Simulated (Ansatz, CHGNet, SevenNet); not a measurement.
Elastic constant C12 (GPa) along a series of related solids, from the machine-learned potential CHGNet 0.3.0 (trained on PBE and PBE+U data); the machine-learned potential SevenNet-0 (trained on PBE and PBE+U data); RPBE (PAW; Ansatz, an electronic-structure program).

| solid | CHGNet 0.3.0 | SevenNet-0 | RPBE |
|---|---|---|---|
| zinc-blende BP | 112 | 153 | 67.9 |
| zinc-blende AlP | 86.4 | 72.0 | 57.3 |
| zinc-blende GaP | 79.4 | 56.6 | 47.2 |
| zinc-blende InP | 36.8 | 40.2 | 40.7 |

A member of the series is missing where a level wasn't run or failed, where a doubt is noted on the run or the magnetic state, for phases of high temperature or layered ones, and where values are held back for tests.

Spin–orbit coupling is left out, also for the solids with elements from indium on (zinc-blende InP); its size isn't shown.

Each level is taken at its own relaxed cell. Ansatz's density-functional and Hartree–Fock values are scalar-relativistic unless marked +SOC, with PAW data made under PBE.
